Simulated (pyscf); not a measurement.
**Routes from H₃Ge–SeH (SMILES [GeH3][SeH]) + H₂ (SMILES [H][H])**

Candidate steps break at most two bonds and form at most two. Each was searched with GFN2-xTB (tblite) first. PySCF, gas phase, ωB97X-D3(BJ)/def2-SVP geometries. Energies: ωB97M-D3(BJ)/def2-TZVP, kJ/mol, from the separated reactants, singlet surface; ΔG‡ with ideal gas, 1 atm, RRHO with modes under 100 cm⁻¹ raised to 100, one conformer, R ln 2 for chiral ones without a mode under 150 cm⁻¹.

| products | type | ΔE‡ | ΔE | ΔG‡ 298 K | ΔG‡ 900 K | ν‡ (cm⁻¹) |
|---|---|---|---|---|---|---|
| H₂Se + GeH₄ | four-centre exchange | 252.4 | +29.5 | 283.4 | 353.6 | 1528i |
| H₃Ge–SeH + H₂ | four-centre exchange | 284.5 | 0.0 | 318.8 | 395.1 | 2691i |

Plain bond fissions and candidates not yet searched are not listed, and one of them may be faster. Each barrier is that of the saddle found; lower ones may exist. Elements up to Kr have no core potential and no relativistic terms here.
